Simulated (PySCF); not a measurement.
NO, SMILES O=[N] (connectivity only; charge and spin as stated), charge +1, multiplicity 1.

Coordinates come from a PBE-D3(BJ)/def2-TZVPD optimisation.

Two levels are set side by side: PBE/def2-TZVPD (PySCF) and B3LYP/def2-TZVPD (PySCF). Same geometry, gas phase. Differences are taken from unrounded values.

| quantity | B3LYP |
|---|---|
| orbital gap (eV) | 11.46 |
| highest occupied level (eV) | -25.00 |
| lowest empty level (eV) | -13.54 |
| mean polarisability (bohr³) | 7.0 |

### Question
What does PBE give, and how far is it from B3LYP? (The exact figures need the calculation; the answer reports its results.)

### Answer

```tsv
quantity	PBE	PBE minus B3LYP
orbital gap (eV)	8.48	-2.97
highest occupied level (eV)	-23.10	1.90
lowest empty level (eV)	-14.62	-1.08
mean polarisability (bohr³)	7.0	0.0
```

Without exact exchange PBE keeps part of each electron's self-repulsion, which lifts occupied levels and narrows the gap. Differences between two approximate levels are no errors against the true value.

Rough cost on one machine, each run with all the roots and properties that it gave: B3LYP against PBE within a factor of 2.
